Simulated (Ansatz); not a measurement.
**CH2O2S (SMILES O=COS): functionals against CCSD(T) at one geometry**

The task here is to estimate one member of a computed series from the others.

Method: single points in def2-TZVPP; program: Ansatz 0.2.0, Gaussian basis.

Correlated methods freeze the cores.

## Where the work starts

SMILES `O=COS`, 6 atoms, charge 0, spin multiplicity 1.

Atoms are counted from 1 here; the program's logs count them from 0.

Bond lengths: O1–C2 1.153 Å, C2–O3 1.284 Å, C2–H5 0.989 Å, O3–S4 1.692 Å, S4–H6 1.255 Å. Angles: O1–C2–O3 127.1°, O1–C2–H5 130.5°, O3–C2–H5 102.0°, C2–O3–S4 115.4°, O3–S4–H6 89.1°.

Geometry (Å):

```mol
CH2O2S
  3D, bonds by distance, orders not assigned

  6  5  0  0  0  0  0  0  0  0999 V2000
    0.8160   -1.4114    0.4850 O   0  0
    0.9459   -0.3427    0.0729 C   0  0
    0.0158    0.4935   -0.2177 O   0  0
   -1.5514    0.0082    0.1967 S   0  0
    1.7538    0.1279   -0.2494 H   0  0
   -1.9802    1.1178   -0.2030 H   0  0
  1  2  8  0
  2  3  8  0
  2  5  8  0
  3  4  8  0
  4  6  8  0
M  END
```

The first run:

Contents of run/in.yaml:

```yaml
crystal:
  periodic: [false, false, false]
  atoms:
    - {symbol: O, position_ang: [0.816000, -1.411400, 0.485000]}
    - {symbol: C, position_ang: [0.945900, -0.342700, 0.072900]}
    - {symbol: O, position_ang: [0.015800, 0.493500, -0.217700]}
    - {symbol: S, position_ang: [-1.551400, 0.008200, 0.196700]}
    - {symbol: H, position_ang: [1.753800, 0.127900, -0.249400]}
    - {symbol: H, position_ang: [-1.980200, 1.117800, -0.203000]}
basis:
  gaussian: {orbitals: def2-TZVPP}
correlation: {method: ccsd_t}
output: {forces: true}
```

No record of the launch command was kept for these runs.

Steps of the session up to this table: CCSD(T)/def2-TZVPP; PBE0-D4/def2-TZVPP; wB97M-V/def2-TZVPP; r2SCAN-D4/def2-TZVPP; PBE-D4/def2-TZVPP; SPW92/def2-TZVPP; HSE06-D4/def2-TZVPP.

One of the session's tables, all rows but one given; the rest of the session is left out.

| method | RMS force component (eV/Å) | angle to CCSD(T) forces (°) | dipole (D) |
| --- | --- | --- | --- |
| CCSD(T) | 2.179 | reference | 2.43 |
| PBE0-D4 | 2.082 | 7.6 | 2.50 |
| wB97M-V | 2.072 | 4.6 | 2.49 |
| r2SCAN-D4 | ? | ? | ? |
| PBE-D4 | 2.375 | 5.1 | 2.39 |
| SPW92 | 2.258 | 9.6 | 2.45 |
| HSE06-D4 | 2.087 | 7.5 | 2.50 |

**Question.** Estimate the row for r2SCAN-D4.

The run gave: RMS force component (eV/Å): 2.145; angle to CCSD(T) forces (°): 4.3; dipole (D): 2.48. In the column «RMS force component (eV/Å)» it lies between HSE06-D4 (2.087) and CCSD(T) (2.179).
